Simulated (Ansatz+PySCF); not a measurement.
## doublet C2H3O: levels of theory in one basis

```
atom    x (Å)    y (Å)    z (Å)
   C  -0.9740  -0.6427   0.0000
   C  -0.0086   0.4961   0.0000
   H  -0.4512  -1.6027   0.0000
   H  -1.6133  -0.5582   0.8811
   H  -1.6133  -0.5582  -0.8811
   O   1.1865   0.4378   0.0000
```

Basis set: cc-pVTZ (spherical functions). Correlated methods keep 3 orbitals frozen. Correlation on ROHF uses semicanonical orbitals with singles. Charge 0, multiplicity 2.

Computed with Ansatz (development build ahead of 0.2.0); each method stands on the lowest determinant of its kind that the runs found.

```csv
method,E − E(ROHF) (eV),<S²> of the determinant
ROHF,0.00,0.75
UHF,-0.14,0.76
ROHF-MP2,-14.85,–
UHF-MP2,-14.82,0.76
```

Task: What does ROHF-CCSD(T) give on the same scale?

Result: -15.96 eV.
